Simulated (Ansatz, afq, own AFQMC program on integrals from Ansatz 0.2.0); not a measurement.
Atomization energy of B2H2, triplet, worked out

```xyz
4

B     0.0000    0.0000    0.6756
B     0.0000    0.0000   -0.9095
H     0.0000    1.0479    1.2540
H     0.0000   -1.0479    1.2540
```

Connectivity, by distances: BH2–B.

Basis cc-pVDZ. Noble-gas cores (and the filled d shells of Ga–Kr and In–Xe) are frozen. Integrals, coupled cluster, full CI and functionals: Ansatz 0.2.0; the random walks run on the same integrals in our own AFQMC program. The CISD trial takes its coefficients from CCSD amplitudes. Released means that phaseless walkers are propagated on without the constraint, phases kept. ± is one standard error of the sampling.

Total energies in eV. CBS is CCSD(T) at the limit of def2-TZVPP/QZVPP (extrapolated itself); the highest rung of each member is named.

```
       member  count  CCSD(T)/cc-pVDZ  highest rung in cc-pVDZ     which  CCSD(T)/CBS
  B (doublet)     +2        -669.1119                -669.1218       FCI    -669.4648
  H (doublet)     +2         -13.5861                 -13.5861       FCI     -13.6059
B₂H₂, triplet     -1       -1375.4776               -1375.5180  CCSDT(Q)   -1377.0268
```

**Question.** Work out the best estimate of the atomization energy: the CCSD(T)/CBS difference plus the step from CCSD(T) to the highest rung.

**Answer.** Sums with the counts: CCSD(T)/CBS 10.8854 eV, highest rung 10.1022 eV, CCSD(T)/cc-pVDZ 10.0816 eV. The step is 10.1022 − 10.0816 = 0.0206 eV, so the best estimate is 10.8854 + (0.0206) = 10.9060 eV = 1052.3 kJ/mol. The basis set is worth 0.804 eV of it. Zero-point, core-correlation and spin–orbit terms aren't in it.

Best estimates are given only where the step beyond CCSD(T) is under 0.3 eV and no member's determinant is very poor (T1 over 0.05, or 0.07 for open shells, ⟨S²⟩ too high by 0.3, two states mixed), so the hardest cases are missing from such tables.

CCSDT and higher add their correlation energy to the determinant of the CCSD(T) run, since their own runs factorise the integrals more tightly (a shift of under 2 meV). Each member of a difference takes its own highest rung, so a best estimate needn't equal the limit plus the step of one row.
